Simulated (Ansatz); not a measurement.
Energy needed to pull apart AlSiNH4 (SMILES N=[SiH][AlH2]), closed shell, into free ground-state atoms, from the structure below (displaced at random from a GFN2-xTB minimum); no zero-point or spin–orbit terms; open-shell atoms are treated unrestricted, in their ground-state multiplicity.

| atom | x (Å) | y (Å) | z (Å) |
| --- | --- | --- | --- |
| N1 | -1.8355 | -0.7998 | -1.1794 |
| Si2 | -0.6692 | 0.0597 | -0.4639 |
| Al3 | 1.4903 | 0.2816 | 0.8542 |
| H4 | -1.7076 | -1.6100 | -1.4133 |
| H5 | -0.9894 | 1.3834 | -0.6964 |
| H6 | 2.1555 | -0.8085 | 1.6453 |
| H7 | 1.5119 | 1.4373 | 1.2711 |

Program: Ansatz 0.2.0. Basis: def2-TZVPP. Cores are frozen in the correlated methods.

```tsv
method	atomization energy (kJ/mol)
PBE-D4	1636
r2SCAN-D4	?
PBE0-D4	1595
HSE06-D4	1597
LC-wPBE	1589
wB97M-V	1633
HF	?
MP2	1572
CCSD	1527
CCSD(T)	1564
```

(1) What does HF give? (An estimate is asked for; the value comes from the calculation.)

(2) What does r2SCAN-D4 give? (An estimate is asked for; the value comes from the calculation.)

T1 diagnostic: at most 0.022. The restricted Hartree–Fock reference is unstable towards an unrestricted one here.

Results:

(1) Computed: 990 kJ/mol, which is about 574 kJ/mol less than CCSD(T)/def2-TZVPP.

(2) The calculation gives: 1623 kJ/mol, which is about 59 kJ/mol more than CCSD(T)/def2-TZVPP.

In triple zeta the MP2 and coupled-cluster atomization energies are still short of their basis limit by a few kcal/mol a bond, whereas those of the functionals are nearly converged, so these differences are not deviations from converged CCSD(T).

For scale, one of the runs: CCSD(T)/def2-TZVPP forces, 171 basis functions, launched by `ansatz run in.yaml --threads 4 --pin off --events-out ev --progress --plain --max-ram 5222MiB`. Time: 88 s of wall clock on 4 CPU threads of an Arm Neoverse N1; the host was shared. Peak host memory: 2.6 GiB.
